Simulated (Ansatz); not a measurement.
# BH8NSi: the cost of one run

Method: RKS r2SCANh/6-31G*, in Ansatz 0.2.0.

### Step 1. Starting point

Bond lengths: N2–H3 1.060 Å, N2–H4 1.060 Å, B1–H5 1.190 Å, B1–H6 1.190 Å, B1–Si7 2.250 Å, Si7–H8 1.460 Å, Si7–H9 1.460 Å, Si7–H10 1.460 Å, N2–H11 1.148 Å, Si7–H11 1.459 Å. Angles (14 of 17 angles, heavy atoms first): H5–B1–Si7 105.4°, H6–B1–Si7 92.8°, B1–Si7–H8 109.5°, B1–Si7–H9 109.5°, B1–Si7–H10 109.5°, B1–Si7–H11 65.4°, N2–H11–Si7 139.0°, H3–N2–H4 120.0°, H3–N2–H11 101.4°, H4–N2–H11 84.8°, H5–B1–H6 120.0°, H8–Si7–H9 109.4°, H8–Si7–H10 109.4°, H8–Si7–H11 116.3°.

As a file:

```xyz
11

B     0.0000    0.0000    0.0000
N     0.0000    0.0000    1.9000
H    -0.8770   -0.2713    2.4300
H     0.8770    0.2713    2.4300
H     1.0305    0.0000   -0.5950
H    -1.0305    0.0000   -0.5950
Si   -0.2814    2.1166    0.7095
H    -1.6383    2.5579    0.4002
H    -0.0669    2.1796    2.1523
H     0.6781    2.9876    0.0370
H    -0.1504    1.1313    1.7779
```

### Step 2. Pulling towards end A

Springs on the bonds that form and break draw the guess towards this end; the thresholds are loose.

input.yaml reads:

```yaml
crystal:
  periodic: [false, false, false]
  atoms:
    - { symbol: B, position_ang: [0.0, 0.0, 0.0] }
    - { symbol: "N", position_ang: [0.0, 0.0, 1.9] }
    - { symbol: H, position_ang: [-0.877, -0.2713, 2.43] }
    - { symbol: H, position_ang: [0.877, 0.2713, 2.43] }
    - { symbol: H, position_ang: [1.0305, 0.0, -0.595] }
    - { symbol: H, position_ang: [-1.0305, 0.0, -0.595] }
    - { symbol: Si, position_ang: [-0.2814, 2.1166, 0.7095] }
    - { symbol: H, position_ang: [-1.6383, 2.5579, 0.4002] }
    - { symbol: H, position_ang: [-0.0669, 2.1796, 2.1523] }
    - { symbol: H, position_ang: [0.6781, 2.9876, 0.037] }
    - { symbol: H, position_ang: [-0.1504, 1.1313, 1.7779] }
basis:
  gaussian: { orbitals: "6-31G*" }
hamiltonian:
  xc: r2scanh
relax:
  f_tol: 0.15
  max_steps: 25
  restrain:
    - { distance: [0, 6], at: 3.15, k: 30.0 }
    - { distance: [10, 1], at: 2.26, k: 30.0 }
    - { distance: [0, 1], at: 1.55, k: 30.0 }
    - { distance: [10, 6], at: 1.46, k: 30.0 }
```

Launch:

```sh
> ansatz run input.yaml --threads 1 --pin off --max-ram 2048MiB --backend cpu --events-out ev --progress --plain --runs-dir out
```

What time and memory should one allow on 1 thread of Arm Neoverse V2, shared host?

About 54 s, with a peak of 0.15 GiB.
